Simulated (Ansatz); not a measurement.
`COCS`, relaxed with RKS PBE0-D4/def2-TZVP in the Gaussian-basis code of Ansatz from a GFN2-xTB geometry. The force threshold is 0.005 eV/Å; the program also tests the step.

Charge 0, multiplicity 1.

Start:

```xyz
10

C     0.049   -0.384   -1.329
O     0.850   -0.093   -0.203
C     0.227    0.682    0.748
S    -1.093   -0.213    1.682
H    -0.229    0.535   -1.857
H    -0.862   -0.915   -1.033
H     0.648   -1.017   -1.978
H     0.985    0.997    1.465
H    -0.285    1.553    0.322
H    -0.290   -1.146    2.183
```

By how much does the energy fall, and how many steps does the optimiser take? (Best estimate.)

Computed: 1.69 kJ/mol, in 7 steps, 1 of them rejected.

Which bonds change most? (Best estimate.)

Ansatz gave: C3–S4 from 1.848 to 1.823 Å; S4–H10 from 1.329 to 1.342 Å; O2–C3 from 1.376 to 1.386 Å; C1–O2 from 1.412 to 1.407 Å.

Give the relaxed structure. (Estimate.)

Ansatz gave: 
```xyz
10

C     0.053   -0.382   -1.345
O     0.858   -0.106   -0.225
C     0.225    0.645    0.752
S    -1.111   -0.203    1.659
H    -0.278    0.546   -1.830
H    -0.828   -0.970   -1.066
H     0.663   -0.953   -2.044
H     0.990    0.956    1.462
H    -0.259    1.537    0.332
H    -0.314   -1.069    2.304
```
